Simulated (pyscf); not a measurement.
This saddle point was located with ωB97X-D3(BJ)/def2-SVP in PySCF.

```
N
H 1 1.0253
H 1 1.0257 2 104.78
H 1 1.3996 2 98.02 3 -99.71
Ge 1 1.9580 2 108.04 3 115.39
F 5 1.7465 1 97.55 2 164.53
H 5 1.5339 6 107.31 1 110.33
H 5 1.5480 7 113.73 6 -113.10
```
Charge 0, spin multiplicity 2.

Surface: doublet, charge 0. Lowest wavenumbers (cm⁻¹): 1636i, 119, 204, 383, 497.

Task: What reaction is this the transition state of?

Result: `[F][GeH2]` [doublet] + `[NH3]` ⇌ `[NH2][GeH2][F]` + `[H]` [doublet], a substitution at N read from left to right: H–N broken and Ge–N formed. At ωB97M-D3(BJ)/def2-TZVP it lies +136.4 kJ/mol from the left side and +56.8 kJ/mol from the right (each side as separated species at their lowest minima found). On the reactant side the descent ends in a complex, 29.1 kJ/mol under the separated species and 158.9 kJ/mol under the saddle at ωB97X-D3(BJ)/def2-TZVP. This is the saddle that the search found; another between the same sides may lie lower. The angle at the attacked N is 137°. Elements up to Kr have no core potential and no relativistic terms here.
